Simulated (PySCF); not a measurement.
Species: C₄H₅ClO.
Numbering: `[O:1]=[C:2]([Cl:3])[CH:4]1[CH2:5][CH2:6]1` (hydrogens: H7 on C4; H8, H9 on C5; H10, H11 on C6)

Computed with PBE0-D3(BJ)/def2-TZVP geometry optimisation, gas phase (PySCF).

**Question.** Give the optimised bond lengths and angles.

**Answer.** 
```tsv
bond	length (pm)	order
O1=C2	118.2	double
C2–Cl3	180.3	single
C2–C4	146.7	single
C4–C5, C4–C6	151.0	single
C5–C6	147.9	single
C4–H7	108.3	single
C5–H8, C6–H11	108.1	single
C5–H9, C6–H10	108.2	single
```

Bonds in one row agree within 1 pm and their mean is given. Orders are formal, as drawn. A selection of angles:
```tsv
angle	degrees
O1–C2–Cl3	119.4
O1–C2–C4	126.3
Cl3–C2–C4	114.2
C2–C4–C5	121.7
C2–C4–H7	111.0
C5–C4–C6	58.6
C5–C4–H7	117.4
C4–C5–C6	60.7
C4–C5–H8	116.9
C4–C5–H9	115.5
C6–C5–H8	117.9
C6–C5–H9	119.0
H8–C5–H9	115.7
```

Dihedral angles: O1–C2–C4–C5 145° (anticlinal); C2–C4–C5–C6 110° (anticlinal); C2–C4–C6–C5 -110° (anticlinal).

The 3-membered ring C4–C5–C6 has internal angles of 58.6° to 60.7°. Of the pairs four or more bonds apart, Cl3···H11 is among the closest relative to their van der Waals radii: 2.74 Å, 93 % of the sum of Bondi's values. The C–C distances run from 1.467 Å (C2–C4, drawn single) to 1.510 Å (C4–C5, drawn single), a spread of 0.043 Å.

Point group: Cs (tolerance 0.08 Å). No frequency check. One conformer, not necessarily the lowest.

Time: 6.5 min wall, 13 min CPU; peak memory 1.2 GiB. Hardware: an Intel Xeon at 2.50 GHz with 2 threads, no GPU, on a shared host. This is the geometry optimisation.
